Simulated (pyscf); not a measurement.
Single points on ωB97X-D3(BJ)/def2-SVP structures (PySCF, gas phase).

**Question.** HO–Zr(F)(F)–F + NH₃ → H₂O + H₂N–Zr(F)(F)–F
Surface: singlet. Broken: O–Zr, H–N. Formed: H–O, N–Zr. Give ΔE‡ and ΔE from B3LYP-D3(BJ)/def2-TZVP, relative to the separated reactants.

**Answer.** ΔE‡ = 8.0 kcal/mol, ΔE = +17.4 kcal/mol. ωB97M-D3(BJ)/def2-TZVP gives 8.7 kcal/mol and +17.8 kcal/mol. Zero-point energy shifts the barrier by -0.4 kcal/mol. It is a four-centre exchange, with an imaginary mode of 801i cm⁻¹. On the reactant side the descent ends in an adduct with a N–Zr contact, 24.7 kcal/mol under the separated species and 30.8 kcal/mol under the saddle at ωB97X-D3(BJ)/def2-TZVP. On the product side the descent ends in an adduct with a O–Zr contact (not fully relaxed), 19.9 kcal/mol under the separated species and 9.0 kcal/mol under the saddle at ωB97X-D3(BJ)/def2-TZVP. At B3LYP-D3(BJ) the saddle lies under the separated products, which points to a path from their complex (located at ωB97X-D3(BJ) alone), and parting the products costs more than the saddle. What is counted as formed (N–Zr) is already present as a longer contact in the reactant adduct; forming that adduct is a step of its own. What is counted as broken (O–Zr) persists as a longer contact in the product adduct; parting that adduct is a step of its own. At ωB97X-D3(BJ)/def2-TZVP the barrier from the zero used here is 6.2 kcal/mol. One saddle was located; it need not be the lowest between these sides. Elements past Kr carry the def2 core potentials, without spin-orbit coupling.
